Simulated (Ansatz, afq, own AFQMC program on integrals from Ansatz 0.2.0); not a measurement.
**SiC, singlet: AFQMC among the cluster methods**

```xyz
2

Si    0.0000    0.0000    0.0000
C     0.0000    0.0000    1.6358
```

Basis 6-31G. Noble-gas cores (and the filled d shells of Ga–Kr and In–Xe) are frozen. Integrals, coupled cluster, full CI and functionals: Ansatz 0.2.0; the random walks run on the same integrals in our own AFQMC program. The CISD trial takes its coefficients from CCSD amplitudes. Released means that phaseless walkers are propagated on without the constraint, phases kept. Uncertainties: one standard error, sampling alone.

Determinant: RHF, the one that the program's search chose, which needn't be the lowest solution. The geometry is a point of a scan.

Full CI on the same integrals is exact in this basis and with this determinant's frozen core.

Cautions: another spin lies lower; restricted determinant unstable towards unrestricted (UHF 2.10 eV lower, ⟨S²⟩ 2.11); the search met a lower determinant of the same kind, perhaps of another symmetry (158 meV lower), and this one is a saddle point; strong correlation (T1 0.091, weight of the determinant 0.71, largest double 0.21); (T) is large, 9 % of the CCSD correlation; (Q) is large, 101 meV, so the cluster series hasn't closed; the released energies are still falling, so no released level is given (meV from the phaseless value at times in 1/Eh: -37 ± 29 at 0.24, -83 ± 29 at 0.51, -119 ± 23 at 0.99, -122 ± 20 at 1.62, -195 ± 28 at 2.40), though the last usable value meets full CI within the noise; the ph-AFQMC/CISD walk drifts between its halves (2.9 errors).

```
T1 diagnostic                               : 0.0905
weight of the determinant in the CISD state : 0.712
size of the correlated space                : 8 electrons in 16 orbitals
```

```json
{"level": "MP2", "correlation energy (eV)": "-4.6902"}
{"level": "CCSD", "correlation energy (eV)": "-5.3203"}
{"level": "CCSD(T)", "correlation energy (eV)": "-5.7772"}
```

Problem. Estimate where phaseless AFQMC with the Hartree–Fock trial lies against CCSD(T) on the same integrals.

Solution. 23.32 ± 2.17 mEh above CCSD(T).

Reference: full CI, correlation energy -5.831 eV. The cautions show a poor starting determinant, so the rows tell how each method copes with it here, and full CI is the sure value.

```tsv
level	E − E(reference) (mEh)	share of correlation (%)
CCSD(T)	1.98	99.08
CCSDT	2.79	98.70
CCSDT(Q)	-0.92	100.43
CCSDTQ	0.49	99.77
ph-AFQMC/HF	25.30 ± 2.17	88.19
ph-AFQMC/CISD	8.79 ± 0.78	95.90
```

CCSDT and higher add their correlation energy to the determinant of the CCSD(T) run, since their own runs factorise the integrals more tightly (a shift of under 2 meV). A walk keeps the symmetry of its determinant, which the program's search chose and which needn't be the lowest solution, so a lower state of the same spin and another symmetry isn't excluded.
